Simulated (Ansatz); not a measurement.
**H3Si–C, doublet in cc-pVTZ: errors against UCCSDT(Q)**

Geometry: a PBE0/def2-TZVP stationary point for this spin, not checked as a minimum. The quartet lies 0.2 eV lower here.

```xyz
5

Si   -0.0027    0.0000    0.4927
C     0.0237    0.0000   -1.3968
H     0.6305   -1.2164    1.0698
H     0.6307    1.2163    1.0698
H    -1.4681    0.0001    0.7752
```

Basis cc-pVTZ; Ansatz 0.2.0. Correlated methods freeze the noble-gas cores, which leaves 11 electrons in 100 orbitals. R marks a restricted (for open shells ROHF) determinant, U an unrestricted one. Active spaces: valence = (11e, 11o) chosen from the atoms' valence shells.

Full CI isn't at hand for all of this; UCCSDT(Q) serves as the reference, and is uncertain by about the last step of the cluster series. The frozen core follows each run's orbitals, which can shift R against U totals by a few meV.

Unrestricted rows (U) aren't spin-pure: their determinants' ⟨S²⟩ exceeds S(S+1) by up to 0.67, so they mix in states of higher spin.

```
UHF ⟨S²⟩                          : 1.419
T1 diagnostic (RCCSD)             : 0.0204
largest doubles amplitude (RCCSD) : 0.085
T1 diagnostic (UCCSD)             : 0.0556
```

```csv
level,E − E(UCCSDT(Q)) (kJ/mol),share of correlation (%),wall time
RHF,739.7,0.00,–
UHF,694.9,6.06,–
RMP2,149.2,79.83,–
UMP2,154.3,79.14,–
RCCSD,29.3,96.04,–
UCCSD,29.6,96.00,–
RCCSD(T),5.5,99.25,22 s (H100)
UCCSD(T),6.3,99.15,45 s (H100)
BCCD(T),5.4,99.26,32 s (H100)
RCCSDT,1.2,99.84,–
UCCSDT,1.6,99.78,–
RCCSDT(Q),0.2,99.97,97 s (H100)
CASSCF (valence space),517.5,30.03,–
NEVPT2 (valence space),136.5,81.54,61 s (H100)
```

The correlation energy at UCCSDT(Q), counted from RHF, is -7.666 eV. That run took 2.1 min on 2 threads of AMD EPYC 7R13 with a shared H100 80 GB, shared host.

Times hold each run's SCF and search for its determinant on a shared host, so for small cases they say little of a method's own cost.

Natural occupations of CASSCF (valence space) about the gap: 1.977 1.977 1.974 1.922 1.000 0.077 0.030 0.020 0.018 0.018; effectively unpaired electrons, Σ n²(2−n)², 1.06.
